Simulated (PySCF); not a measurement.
**Aluminium: a sound run and one with changed settings**

Sound run: Al [Ne] 3s2 3p1, Al⁺ [Ne] 3s2. Computed with PySCF 2.14 in def2-SVP (4s3p1d, 18 functions), with no relativity, point nucleus. The sound run starts from symmetry-adapted Hartree-Fock orbitals and uses a fine grid where one is needed.

A second run was set up differently.

| species | method | sound run (hartree) | changed run (hartree) | converged |
| --- | --- | --- | --- | --- |
| Al | UHF | -241.78934 | -241.78934 | yes |
| Al | r2SCAN | -242.24661 | -242.15100 | yes |
| Al | LDA | -241.22332 | -241.16171 | yes |
| Al⁺ | UHF | -241.58509 | -241.58509 | yes |
| Al⁺ | r2SCAN | -242.02044 | -241.91874 | yes |
| Al⁺ | LDA | -241.00199 | -240.93648 | yes |

Ionisation energy of Al:

```csv
method,sound run (eV),changed run (eV)
UHF,5.558,5.558
r2SCAN,6.154,6.320
LDA,6.023,6.129
```

What was changed?
A. radial grid too coarse
B. all electrons correlated in a valence basis
C. too few SCF iterations
D. level shift left on

A. It used radial step 0.8 in ln r (0.13 in the sound run). A coarse radial grid mis-integrates the density and the exchange-correlation energy, with errors of either sign; Hartree-Fock needs no grid.
